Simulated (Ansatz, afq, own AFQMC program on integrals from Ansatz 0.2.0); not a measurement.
## Where AFQMC and coupled cluster stand for F, quartet

A free F atom.

Basis aug-cc-pVTZ. Noble-gas cores (and the filled d shells of Ga–Kr and In–Xe) are frozen. AFQMC by an in-house program on the Cholesky factors that Ansatz 0.2.0 writes for its CCSD(T) run. ph-AFQMC/CISD is guided by a CISD state made of CCSD amplitudes; releasing the constraint for a short imaginary time cuts its bias at the price of noise, slowly where states lie close. Free projection: walkers drawn from exp(T), propagated without any constraint. Its projection time is finite, and what remains of the start isn't in its error. Error bars are statistical, one sigma.

Determinant: UHF, the one that the program's search chose, which needn't be the lowest solution.

No full CI on the walks' own integrals is used here; CCSDT(Q) serves as the reference and is uncertain by about the last step of the cluster series.

Cautions: another spin lies lower (by 13.58 eV); the released energies move by 1.5 errors or more from one time to the next, so no released level is given (meV from the phaseless value at times in 1/Eh: -9 ± 4 at 0.24, -11 ± 4 at 0.51, -4 ± 3 at 0.99, -15 ± 7 at 1.62, 3 ± 9 at 2.40), though the last usable value meets CCSDT(Q) within the noise.

```
T1 diagnostic                               : 0.0060
weight of the determinant in the CISD state : 0.969
⟨S²⟩ of the determinant                     : 3.754
size of the correlated space                : 7 electrons in 45 orbitals
```

| level | correlation energy (eV) |
| --- | --- |
| MP2 | -4.2261 |
| CCSD | -4.6738 |
| CCSD(T) | -4.7529 |

**Question.** Estimate where phaseless AFQMC with a CISD trial lies against CCSD(T) on the same integrals.

**Answer.** 0.03 ± 0.07 kcal/mol above CCSD(T). The gap is under twice the noise, so this walk alone can't tell the two apart.

Reference: CCSDT(Q), correlation energy -4.761 eV.

```csv
level,E − E(reference) (kcal/mol),share of correlation (%)
CCSD(T),0.20,99.82
CCSDT,0.02,99.98
ph-AFQMC/HF,2.71 ± 0.78,97.53
ph-AFQMC/CISD,0.23 ± 0.07,99.79
free AFQMC,0.11 ± 0.18,99.90
```

Free projections are given only where their last times agree within the noise and don't stop above the reference; a slow remainder of the start can still hide under it. A walk keeps the symmetry of its determinant, which the program's search chose and which needn't be the lowest solution, so a lower state of the same spin and another symmetry isn't excluded.
